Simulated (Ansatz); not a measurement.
A run of Ansatz (development build ahead of 0.2.0) on doublet C₂H₅ at this shape:

```yaml
atoms:
  - { symbol: C, position_ang: [0.2324, -0.6263, 0.1849] }
  - { symbol: C, position_ang: [-0.2729, 0.6946, -0.2498] }
  - { symbol: H, position_ang: [0.3363, 1.6084, -0.2673] }
  - { symbol: H, position_ang: [-1.3053, 0.8135, -0.4162] }
  - { symbol: H, position_ang: [1.2618, -0.8426, -0.0533] }
  - { symbol: H, position_ang: [0.2005, -0.6777, 1.2550] }
  - { symbol: H, position_ang: [-0.3648, -1.4508, -0.2709] }
```

Its results:

```yaml
Converged: yes
Total_energy: -78.99238 hartree
Spin_squared_of_the_determinant: 0.754
Stability_test: minimum
```

Forces (eV/Å):
```tsv
atom	Fx	Fy	Fz
C1	-0.669	-0.090	-1.133
C2	1.540	0.099	-0.022
H3	0.035	-0.259	0.057
H4	-1.598	0.238	-0.279
H5	0.861	0.137	-0.404
H6	-0.290	-0.413	1.309
H7	0.121	0.289	0.473
```

Problem. Which input gives this output? Name the method, the orbitals and the basis set, and write the input.

Solution. PBE0 (unrestricted) in def2-SVP.

```yaml
crystal:
  periodic: [false, false, false]
  atoms:
    - { symbol: C, position_ang: [0.23245, -0.62629, 0.18492] }
    - { symbol: C, position_ang: [-0.2729, 0.69463, -0.24978] }
    - { symbol: H, position_ang: [0.33629, 1.60843, -0.26728] }
    - { symbol: H, position_ang: [-1.30531, 0.81345, -0.41624] }
    - { symbol: H, position_ang: [1.26184, -0.84258, -0.05326] }
    - { symbol: H, position_ang: [0.20051, -0.67768, 1.25495] }
    - { symbol: H, position_ang: [-0.36477, -1.45084, -0.27089] }
basis:
  gaussian: { orbitals: def2-SVP }
magnetization:
  spin_polarized: true
  initial_magnetization: 1
hamiltonian:
  xc: pbe0
output:
  forces: true
```
